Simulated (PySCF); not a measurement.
**Ionisation energy of S by level of theory**

S [Ne] 3s2 3p4 (3P) → S⁺ [Ne] 3s2 3p3 (4S), as a difference of total energies. Computed with PySCF 2.14 in def2-TZVP (5s5p2d1f, 37 functions), with the non-relativistic Hamiltonian (point nucleus). Correlated levels: valence: [Ne] frozen. The calculations carry no spin-orbit coupling.

```json
{"method": "UHF", "ionisation energy (eV)": "9.232"}
{"method": "MN15", "ionisation energy (eV)": "10.366"}
{"method": "M06-L", "ionisation energy (eV)": "10.232"}
{"method": "MP2 (valence)", "ionisation energy (eV)": "9.954"}
{"method": "SCS-MP2 (valence)", "ionisation energy (eV)": "10.028"}
{"method": "CCSD (valence)", "ionisation energy (eV)": "10.058"}
{"method": "CCSD(T) (valence)", "ionisation energy (eV)": "10.090"}
```

How much does correlation contribute at CCSD(T) (valence)?

10.090 − (9.232) = 0.858 eV, measured against UHF.

Errors of the correlated levels include the incompleteness of this basis and the frozen core.

For comparison: 10.336 eV (measured; NIST levels, between the centres of gravity of the two terms).
